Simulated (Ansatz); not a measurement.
System: rutile TiO2. Method: r²SCAN in Ansatz (plane waves, PAW).

Numerical settings: plane-wave cutoff 600 eV, 6×6×8 k mesh (along the axes of the cell as run), no spin polarisation, scalar-relativistic PAW data made under PBE.

Computed at the level's own relaxed cell.

```
TiO2
1.0
    4.59658     0.00000     0.00000
    0.00000     4.59658     0.00000
    0.00000     0.00000     2.95365
Ti O
2 4
Cartesian
  0.00000   0.00000   0.00000
  2.29829   2.29829   1.47683
  1.40017   1.40017   0.00000
  3.69846   0.89812   1.47683
  0.89812   3.69846   1.47683
  3.19641   3.19641   0.00000
```

Problem. Give the elastic tensor (Voigt notation, GPa, ions relaxed, in the Cartesian axes of the cell as printed).

Solution. 
```
  291.0   198.0   165.1     0.0     0.0     0.0
  198.0   291.0   165.1     0.0     0.0     0.0
  165.1   165.1   516.7     0.0     0.0     0.0
    0.0     0.0     0.0   128.0     0.0     0.0
    0.0     0.0     0.0     0.0   128.0     0.0
    0.0     0.0     0.0     0.0     0.0   236.3
```

Measured, for comparison: elastic constant C11 268 GPa, elastic constant C12 175 GPa, elastic constant C44 124 GPa, elastic constant C33 484 GPa (room temperature, no zero-point or thermal correction; as tabulated in Elasticity of TiO2 rutile to 1800 K). Computed less measured: elastic constant C11 +9 %, elastic constant C12 +13 %, elastic constant C44 +3.2 %, elastic constant C33 +7 %. A static lattice is as a rule a little smaller and stiffer than an uncorrected measurement, which can account for part of this in the elastic constant C44.

Ansatz is an electronic-structure program.
